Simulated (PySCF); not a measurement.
Species: ethylketene, C4H6O.
SMILES with atom numbers: `[CH3:1][CH2:2][CH:3]=[C:4]=[O:5]` (hydrogens: H6, H7, H8 on C1; H9, H10 on C2; H11 on C3)

The same species was optimised twice, with GFN2-xTB and with PBE0-D3(BJ)/def2-SVP (PySCF), and the same property calculations (PySCF, gas phase) were run on both structures.

| coordinate | GFN2-xTB | PBE0-D3(BJ)/def2-SVP | change |
| --- | --- | --- | --- |
| C3=C4 (Å) | 1.291 | 1.317 | +0.026 |
| C3–H11 (Å) | 1.077 | 1.094 | +0.017 |
| C1–H8 (Å) | 1.088 | 1.101 | +0.013 |
| C1–H6 (Å) | 1.088 | 1.101 | +0.013 |
| C1–H7 (Å) | 1.088 | 1.100 | +0.012 |
| C2–H10 (Å) | 1.091 | 1.101 | +0.010 |
| C2–H9 (Å) | 1.093 | 1.104 | +0.011 |
| C1–C2 (Å) | 1.527 | 1.524 | -0.003 |
| C4=O5 (Å) | 1.166 | 1.164 | -0.002 |
| C2–C3 (Å) | 1.510 | 1.509 | -0.001 |
| C4–C3–H11 (°) | 118.8 | 115.6 | -3.2 |
| C2–C3–H11 (°) | 117.3 | 120.4 | +3.1 |
| H9–C2–H10 (°) | 108.1 | 105.6 | -2.5 |
| C1–C2–C3 (°) | 111.2 | 113.2 | +2.0 |
| H6–C1–H7 (°) | 108.4 | 107.5 | -0.9 |
| C2–C1–H8 (°) | 110.2 | 111.1 | +0.9 |
| H6–C1–H8 (°) | 108.5 | 107.7 | -0.8 |
| C2–C1–H6 (°) | 110.5 | 111.1 | +0.6 |
| C1–C2–C3–C4 (°) | 112 | 114 | +2 |

Rotational constants: A = 18066, B = 2422, C = 2366 MHz (GFN2-xTB) against A = 18531, B = 2351, C = 2305 MHz (PBE0-D3(BJ)/def2-SVP). Point groups within 0.08 Å: C1 and C1.

On the GFN2-xTB structure: lowest singlet, TDDFT (eV) 3.66 [wB97X-D/def2-SVPD]; lowest triplet, Tamm–Dancoff (eV) 3.33 [wB97X-D/def2-SVPD]; isotropic polarisability (au) 52.0 [wB97X-D/def2-SVPD]; HOMO (eV) -8.55 [wB97X-D/def2-SVPD]; LUMO (eV) 0.94 [wB97X-D/def2-SVPD]; dipole (D) 2.13 [wB97X-D/def2-SVPD]; HOMO (eV) -6.67 [PBE0/pcSseg-1]; LUMO (eV) -0.87 [PBE0/pcSseg-1]; dipole (D) 2.00 [PBE0/pcSseg-1]; GIAO shielding of C1 (ppm) 165.3 [PBE0/pcSseg-1]; GIAO shielding of C2 (ppm) 166.8 [PBE0/pcSseg-1]; GIAO shielding of C3 (ppm) 166.6 [PBE0/pcSseg-1]; GIAO shielding of C4 (ppm) -17.8 [PBE0/pcSseg-1]; GIAO shielding of O5 (ppm) -49.9 [PBE0/pcSseg-1].

**Question.** What do these properties become on the PBE0-D3(BJ)/def2-SVP structure?

**Answer.** 
| property | level | on GFN2-xTB | on PBE0-D3(BJ)/def2-SVP | change |
| --- | --- | --- | --- | --- |
| lowest singlet, TDDFT (eV) | wB97X-D/def2-SVPD | 3.66 | 3.61 | -0.05 |
| lowest triplet, Tamm–Dancoff (eV) | wB97X-D/def2-SVPD | 3.33 | 3.29 | -0.04 |
| isotropic polarisability (au) | wB97X-D/def2-SVPD | 52.0 | 53.0 | +1.0 |
| HOMO (eV) | wB97X-D/def2-SVPD | -8.55 | -8.50 | +0.05 |
| LUMO (eV) | wB97X-D/def2-SVPD | 0.94 | 0.93 | -0.01 |
| dipole (D) | wB97X-D/def2-SVPD | 2.13 | 2.00 | -0.13 |
| energy, GFN2-xTB geometry as zero (kcal/mol) | wB97X-D/def2-SVPD | 0.0 | -1.1 | -1.1 |
| HOMO (eV) | PBE0/pcSseg-1 | -6.67 | -6.62 | +0.05 |
| LUMO (eV) | PBE0/pcSseg-1 | -0.87 | -0.87 | 0.00 |
| dipole (D) | PBE0/pcSseg-1 | 2.00 | 1.87 | -0.13 |
| energy, GFN2-xTB geometry as zero (kcal/mol) | PBE0/pcSseg-1 | 0.0 | -0.6 | -0.6 |
| GIAO shielding of C1 (ppm) | PBE0/pcSseg-1 | 165.3 | 164.0 | -1.3 |
| GIAO shielding of C2 (ppm) | PBE0/pcSseg-1 | 166.8 | 166.3 | -0.5 |
| GIAO shielding of C3 (ppm) | PBE0/pcSseg-1 | 166.6 | 165.7 | -0.9 |
| GIAO shielding of C4 (ppm) | PBE0/pcSseg-1 | -17.8 | -20.1 | -2.3 |
| GIAO shielding of O5 (ppm) | PBE0/pcSseg-1 | -49.9 | -54.6 | -4.7 |

The heavy atoms differ by 0.031 Å rms after alignment. Among all bonds C3=C4 changes most (+0.026 Å). Changes are differences of the printed values. Neither structure is proved a minimum here.

The values belong to the conformer `[CH3:1][CH2:2][CH:3]=[C:4]=[O:5]`: C1–C2–C3–C4 114°.

wB97X-D is run here without its empirical dispersion term; that term would change no orbital, density or response property at a fixed geometry.
